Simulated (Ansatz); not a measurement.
I need a rigid scan of one bond length of FH2Si (charge -1), SMILES F[SiH2-]. Use Ansatz's Python interface. Level of theory (for the species named): Hartree-Fock, def2-SVP basis, multiplicity 1.

```xyz
4

F     1.4598   -0.2372   -0.1396
Si   -0.0328    0.0044    0.3950
H    -0.9073   -1.0746   -0.1306
H    -0.5197    1.3075   -0.1248
```

`scan_fh2si.py`
```python
# -*- coding: utf-8 -*-
'''Stretching a bond of FH2Si(-), the rest held rigid.'''

import ansatz as az
import numpy as np


def main():
    molecule = (
        az.Crystal.molecule()
        .atom('F', (1.4598, -0.2372, -0.1396))
        .atom('Si', (-0.0328, 0.0044, 0.395))
        .atom('H', (-0.9073, -1.0746, -0.1306))
        .atom('H', (-0.5197, 1.3075, -0.1248))
    )

    symbols = [site.symbol for site in molecule.cartesian_sites]
    start = np.array([site.position_ang for site in molecule.cartesian_sites])
    axis = (start[0] - start[1]) / np.linalg.norm(start[0] - start[1])
    moving = [0]
    lengths, energies = [1.411, 1.475, 1.54, 1.604, 1.668, 1.732, 1.796, 1.892], []
    for length in lengths:
        xyz = start.copy()
        xyz[moving] += (length - np.linalg.norm(start[0] - start[1])) * axis
        point = az.Crystal.molecule()
        for symbol, place in zip(symbols, xyz):
            point = point.atom(symbol, place.tolist())
        calc = (
            point.calculation()
            .basis(gaussian='def2-SVP')  # the orbital basis, by name
            .functional('hf')
            .charge(-1)  # electrons removed from the neutral system
            .accuracy('medium')
        )
        data = calc.run(threads=1, backend='cpu').report
        energies.append(data['free_energy_ev'])
        print(f'r = {length:6.3f} A  E = {energies[-1]:.5f} eV  <S^2> = {abs(data["mean_field"]["state"]["spin_squared"]):.3f}')

    # quartic fit about the minimum
    fit = np.polynomial.Polynomial.fit(lengths, np.array(energies) - min(energies), 4).convert()
    roots = [r.real for r in fit.deriv().roots() if abs(r.imag) < 1e-9 and fit.deriv(2)(r.real) > 0]
    r_e = min(roots, key=lambda r: abs(r - lengths[int(np.argmin(energies))]))
    print(f'minimum of the fit at {r_e:.4f} A, force constant {fit.deriv(2)(r_e):.2f} eV/A^2')


if __name__ == '__main__':
    main()
```

```console
$ python scan_fh2si.py
r =  1.411 A  E = -10593.08607 eV  <S^2> = 0.000
r =  1.475 A  E = -10593.87437 eV  <S^2> = 0.000
r =  1.540 A  E = -10594.36523 eV  <S^2> = 0.000
r =  1.604 A  E = -10594.62750 eV  <S^2> = 0.000
r =  1.668 A  E = -10594.73162 eV  <S^2> = 0.000
r =  1.732 A  E = -10594.72262 eV  <S^2> = 0.000
r =  1.796 A  E = -10594.63421 eV  <S^2> = 0.000
r =  1.892 A  E = -10594.40630 eV  <S^2> = 0.000
minimum of the fit at 1.6926 A, force constant 23.29 eV/A^2
```

These settings explore the input space; basis and method may be short of convergence. The rest of the molecule is held rigid at a force-field or estimated start geometry, and the basis set is modest; single-reference methods fail as a bond breaks. Hartree-Fock leaves correlation out, so bond, atomisation and ionisation energies come out well too low. The orbitals are restricted, so S² is zero by construction. Toward dissociation an unrestricted state can lie under the restricted one, by tenths of an eV for polar bonds under a functional and by 1 to 2 eV or more for others. Anions want diffuse functions, which this basis lacks. Finished in 1.7 s on 1 thread of Arm Neoverse V1, on a shared host, peak memory 0.14 GiB.
